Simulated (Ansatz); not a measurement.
# PHO+ (quartet): wave-function methods side by side, def2-QZVPP

The task here is to estimate one member of a computed series from the others.

The runs use Ansatz 0.2.0, Gaussian basis; def2-QZVPP, core rule «outside noble gas», up to 6 orbitals frozen.

To be run: UHF; ROHF; CCSD(T) on UHF.

2 further runs of the same task are left out: 2 set aside as unsound or not needed.

## What is computed

The geometry is a PBE0/def2-TZVP stationary point (not a proven minimum) of the parent state, kept for this charge and spin.

3 atoms, charge 1, spin multiplicity 4.

Atoms are counted from 1 here; the program's logs count them from 0.

Bond lengths: O1–P2 1.634 Å, O1–H3 0.963 Å. Angles: P2–O1–H3 114.8°.

Set-up of the first run:

The input, in.yaml:

```yaml
crystal:
  periodic: [false, false, false]
  atoms:
    - {symbol: O, position_ang: [0.000000, -0.101812, 1.041721]}
    - {symbol: P, position_ang: [0.000000, 0.028618, -0.587387]}
    - {symbol: H, position_ang: [0.000000, 0.736686, 1.514642]}
basis:
  gaussian: {orbitals: "def2-QZVPP.json"}
total_charge: 1
magnetization: {spin_polarized: true, initial_magnetization: 3}
hamiltonian: {xc: hf}
output: {orbitals: {seedname: orbitals}}
```

On the command line:

```console
$ ansatz run in.yaml --threads 1 --pin off --events-out ev --progress --plain --max-ram 2393MiB
```

Steps of the session up to this table: UHF; ROHF; CCSD(T) on UHF.

One of the session's tables, all rows but one given; the rest of the session is left out.

```
  method  from UCCSD(T) (meV)
    ROHF              +9864.6
     UHF              +9612.9
    UMP2                    ?
   UCCSD               +417.2
UCCSD(T)                    0
```

Estimate the missing values for UMP2.

**Answer.** from UCCSD(T) (meV): +814.5. In the column «from UCCSD(T) (meV)» it lies between UCCSD (+417.2) and UHF (+9612.9).

Limits of these values: Warnings: coupled cluster took another determinant than the lowest.
